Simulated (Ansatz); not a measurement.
Nitrogen (`N#N`) at its PBE0-D4/def2-TZVP geometry, where that method's forces vanish. Total charge 0; spin multiplicity 1.

```xyz
2

N     0.3241   -0.2591    0.3529
N    -0.3241    0.2591   -0.3529
```

Problem. What forces (eV/Å) does ωB97M-V/def2-TZVPP give on these atoms in Ansatz 0.2.0? (Estimate.)

Solution. The calculation gave: 
```
N1  -0.008  0.006 -0.009
N2   0.008 -0.006  0.009
```
